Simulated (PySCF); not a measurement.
# F: ionisation energy

F [He] 2s2 2p5 (2P) → F+ [He] 2s2 2p4 (3P), as a difference of total energies. All numbers are calculated (PySCF 2.14, the spin-free X2C one-electron Hamiltonian (Gaussian nucleus), in Sapporo-DZP-2012). Correlated levels: valence: 1s2 frozen. The calculations carry no spin-orbit coupling.

```csv
method,ionisation energy (eV)
UHF,15.622
MN15,17.319
TPSS,17.136
MP2 (valence),16.869
SCS-MP2 (valence),16.815
CCSD (valence),16.764
CCSD(T) (valence),16.767
```

How much does correlation contribute at CCSD(T) (valence)?

16.767 − (15.622) = 1.145 eV, measured against UHF.

Errors of the correlated levels include the incompleteness of this basis and the frozen core.

For comparison: 17.427 eV (measured; NIST levels, between the centres of gravity of the two terms).
